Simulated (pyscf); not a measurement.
A first-order saddle from PySCF, ωB97X-D3(BJ)/def2-SVP:

```
Ga
O 1 1.9309
H 2 0.9721 1 136.19
H 2 1.4521 3 132.03 1 -81.29
Cl 1 2.1540 4 159.87 2 -40.97
```
Charge 0, spin multiplicity 1.

Surface: singlet, charge 0. Lowest wavenumbers (cm⁻¹): 1485i, 143, 314, 327, 425.

Task: Which two sides does it connect, and which bonds change?

Result: Cl–Ga [singlet] + water (H₂O) <-> HO–GaH–Cl, an insertion read from left to right: H–O broken and Ga–O, Ga–H formed. At CCSD(T)/def2-TZVPP + ΔMP2(QZVPP) it lies +1.95 eV from the left side and +2.54 eV from the right (each side as separated species at their lowest minima found). On the reactant side the descent ends in a bound adduct (not fully relaxed), 0.44 eV under the separated species and 2.38 eV under the saddle at ωB97X-D3(BJ)/def2-TZVP. This is the saddle that the search found; another between the same sides may lie lower. The CCSD(T) − MP2 part came from Ansatz, without density fitting, on the same reference. The frozen core leaves the outer d or s,p core shells of the metals and heavy elements correlated in the MP2 and CC values, and def2-TZVPP describes them poorly, which can shift differences by a few kcal/mol. Elements up to Kr have no core potential and no relativistic terms here.
